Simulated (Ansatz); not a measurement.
`NC(=O)C(O)O`. Total charge 0; spin multiplicity 1.

Cartesian coordinates in Å:
```
N 1.079 1.105 -0.584
C 0.113 0.189 -0.748
O -0.166 -0.352 -1.801
C -0.685 -0.149 0.525
O -1.405 -1.300 0.287
O 0.151 -0.275 1.642
H 1.347 1.375 0.346
H 1.667 1.344 -1.363
H -1.347 0.696 0.760
H -1.294 -1.476 -0.665
H 0.539 -1.157 1.601
```

Q: What are the harmonic wavenumbers in cm⁻¹ at PBE0-D4/def2-TZVP (Ansatz, finite differences of forces, unscaled)? (Best estimate.)

A: The calculation gave: 65, 262, 304, 345, 420, 454, 513, 554, 603, 640, 742, 899, 1069, 1109, 1163, 1285, 1302, 1365, 1423, 1479, 1618, 1801, 3022, 3610, 3644, 3742, 3824.

Q: Is this a minimum?

A: Yes, all 27 modes are real.

Q: Give the ideal-gas thermochemistry at 298.15 K and 1 bar (rigid rotor, harmonic oscillator; point group C1, symmetry number 1).

A: Zero-point energy 222.9 kJ/mol; H(298) − E = 242.2 kJ/mol; entropy 329.6 J/(mol·K), of which translation 165.1, rotation 110.6, vibration 53.9; G(298) − E = 143.9 kJ/mol. Modes under 100 cm⁻¹ are hindered rotations or soft bends, so the harmonic entropy is rough.

Q: And at 400, 500, 600, 800 and 1000 K?

A: 
```csv
T (K),H − E (kJ/mol),S (J/mol/K),G − E (kJ/mol)
400,253.9,363.3,108.6
500,267.4,393.5,70.7
600,282.6,421.1,30.0
800,316.7,470.0,-59.3
1000,354.5,512.1,-157.6
```
